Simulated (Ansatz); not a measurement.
**CH2: how energies converge with the basis set**

Aim: see how fast density functionals and correlated methods converge with the basis set for CH2.

The runs use Ansatz 0.2.0, Gaussian basis; one geometry, several basis sets.

The runs, in order: PBE0-D4/def2-SVP; ωB97M-V/def2-SVP; PBE0-D4/def2-QZVPP; ωB97M-V/def2-QZVPP; CCSD(T)/cc-pV(D+d)Z; CCSD(T)/cc-pV(T+d)Z; CCSD(T)/cc-pV(Q+d)Z; the functionals' def2-TZVPP values are taken from earlier runs.

### Step 1. Structure used throughout

The geometry comes from an earlier relaxation with PBE0-D4 in a triple-zeta def2 set; it is a stationary point.

3 atoms, charge 0, spin multiplicity 1.

Atoms are counted from 1 here; the program's logs count them from 0.

Bond lengths: C1–H2 1.113 Å, C1–H3 1.113 Å. Angles: H2–C1–H3 101.6°.

### Step 2. PBE0-D4 in def2-SVP

in.yaml reads:

```yaml
crystal:
  periodic: [false, false, false]
  atoms:
    - {symbol: C, position_ang: [-0.000000, -0.000000, 0.178279]}
    - {symbol: H, position_ang: [0.000000, 0.862096, -0.524997]}
    - {symbol: H, position_ang: [0.000000, -0.862096, -0.524997]}
basis:
  gaussian: {orbitals: def2-SVP}
hamiltonian: {xc: pbe0, dispersion: d4}
output: {orbitals: {seedname: orbitals}}
```

Run with:

```bash
$ ansatz run in.yaml --threads 2 --pin off --events-out ev --progress --plain --max-ram 32768MiB --backend cpu
```

The runs that follow: ωB97M-V in def2-SVP; PBE0-D4 in def2-QZVPP; ωB97M-V in def2-QZVPP; CCSD(T) in cc-pV(D+d)Z; CCSD(T) in cc-pV(T+d)Z; CCSD(T) in cc-pV(Q+d)Z.

Q: Predict the results of all the runs planned. Wanted: MP2 correlation recovered, cc-pV(D+d)Z; MP2 correlation recovered, cc-pV(T+d)Z; MP2 correlation recovered, cc-pV(Q+d)Z; CCSD(T) limit from def2 sets; PBE0-D4: double and triple zeta above quadruple; ωB97M-V: double and triple zeta above quadruple.

The runs gave:

| quantity | value |
| --- | --- |
| MP2 correlation recovered, cc-pV(D+d)Z | 71.1 % |
| MP2 correlation recovered, cc-pV(T+d)Z | 89.5 % |
| MP2 correlation recovered, cc-pV(Q+d)Z | 95.6 % |
| CCSD(T) limit from def2 sets (earlier runs) less the limit of this series | -2 meV |
| PBE0-D4: double and triple zeta above quadruple | 1.39, 0.07 eV |
| ωB97M-V: double and triple zeta above quadruple | 1.51, 0.07 eV |

What this shows: PBE0-D4 gains 1.32 eV from double to triple zeta, then 0.07 eV more. Correlation climbs from 71 % (cc-pV(D+d)Z) to 96 % (cc-pV(Q+d)Z) of the limit; Hartree-Fock is 0.023 eV from its own by then. A limit from the def2 sets, made apart, differs by 2 meV, a least measure of the doubt on such a limit. These are total energies; as a rule much of such shifts cancels in differences, which this series doesn't test.
